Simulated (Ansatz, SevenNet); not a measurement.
Pyrite PtSb2: formation enthalpy by level of theory

No measured value is used here.

| level (code) | value (eV/atom) |
|---|---|
| SevenNet-l3i5 (SevenNet) | -0.487 |
| LDA (Ansatz) | -0.506 |
| PBE (Ansatz) | -0.467 |
| r²SCAN (Ansatz) | -0.530 |
| HSE06 (Ansatz) | -0.625 |

Density-functional levels without +SOC have no spin–orbit coupling, which shifts binding energies of heavy elements. PBE: an element that serves as reference relaxed to a cell well above its measured volume. Each level is taken at its own relaxed cell. Cutoffs and k meshes differ between the levels. Ansatz's density-functional and Hartree–Fock values are scalar-relativistic unless marked +SOC, with PAW data made under PBE.

Machine-learned potentials (SevenNet-l3i5) are trained on DFT data, which may include these solids.

Ansatz is a quantum-chemistry and plane-wave program.
